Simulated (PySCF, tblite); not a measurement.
**A complex of acetylene and ammonia**

A gas-phase complex of acetylene and ammonia; neutral, singlet. The structure comes from a short search (6 tight-binding starts) and was relaxed by PBE0-D3(BJ)/def2-TZVPD; another way of binding may lie lower. No frequency run checks that it is a minimum.

Parts: 1 = acetylene (C#C), atoms 1–4; 2 = ammonia (N), atoms 5–8.

```xyz
8

C    -0.614    0.235   -0.324
C     0.439   -0.209    0.039
H    -1.550    0.627   -0.646
H     1.382   -0.611    0.368
N     3.257   -1.527    1.129
H     3.771   -0.903    1.740
H     3.022   -2.348    1.674
H     3.897   -1.826    0.403
```
Atom numbers follow the order of the file, from 1.

Contacts between parts, classed by geometry: H4···N5 2.221 Å (C–H hydrogen bond, 176°).

Interaction energies are complex less parts, with the parts frozen as they stand in it; counterpoise-corrected, in kcal/mol (PySCF). The CCSD(T) estimate is Hartree-Fock/aug-cc-pVQZ, plus the MP2 correlation part extrapolated as X⁻³ from aug-cc-pVTZ and aug-cc-pVQZ, plus CCSD(T) less MP2 in aug-cc-pVDZ; noble-gas cores are frozen. It isn't the exact limit.

Problem. How strongly do the parts interact, level by level?

Solution. 
```tsv
level	interaction	superposition error removed
Hartree-Fock/aug-cc-pVQZ	-2.44	-
wB97M-D3(BJ)/def2-TZVPD	-3.73	-0.23
PBE0-D3(BJ)/def2-TZVPD	-4.17	-0.19
MP2/aug-cc-pVQZ	-3.57	-0.18
CCSD(T), estimated basis limit	-3.56	-
```

Problem. What holds them together? Decompose the wB97M-D3(BJ)/def2-TZVPD energy: frozen parts, their antisymmetrised product, then relaxation.

Solution. electrostatic -6.6, Pauli repulsion +5.7, orbital relaxation -2.4, dispersion correction -0.7 kcal/mol, which sum to the value before the counterpoise correction; the Pauli term holds the exchange-correlation of the frozen density too. Of the attraction, 68 % is electrostatic, 24 % is orbital relaxation, 7 % is dispersion correction.

The parts were also relaxed and run alone, at the levels used for the complex: shieldings by PBE0/pcSseg-2; core levels by delta-SCF with SCAN, pcX-2 on the ionised atom and pcseg-1 elsewhere, spin-free X2C.

Problem. How do these values change when the complex forms?

Solution. 
```json
{"property": "C2–H4 bond (Å)", "alone": "1.065", "in the complex": "1.077", "change": "+0.012"}
{"property": "shielding of H4 (ppm)", "alone": "30.26", "in the complex": "26.95", "change": "-3.31"}
{"property": "shielding of N5 (ppm)", "alone": "263.7", "in the complex": "255.6", "change": "-8.1"}
{"property": "shielding of C2 (ppm)", "alone": "108.7", "in the complex": "101.4", "change": "-7.3"}
{"property": "C1 1s core level (eV)", "alone": "291.20", "in the complex": "290.39", "change": "-0.81"}
{"property": "N5 1s core level (eV)", "alone": "405.54", "in the complex": "405.87", "change": "+0.33"}
```

The core-hole state of C1 is spin-contaminated (⟨S²⟩ 0.86 against 0.75 for a pure doublet), so that value and differences from it are less sure.

The 5 runs behind this took 3.1 min in all, one thread each of Arm Neoverse V2 on a shared host, launched as `OMP_NUM_THREADS=1 python cluster_run.py task.json out`.
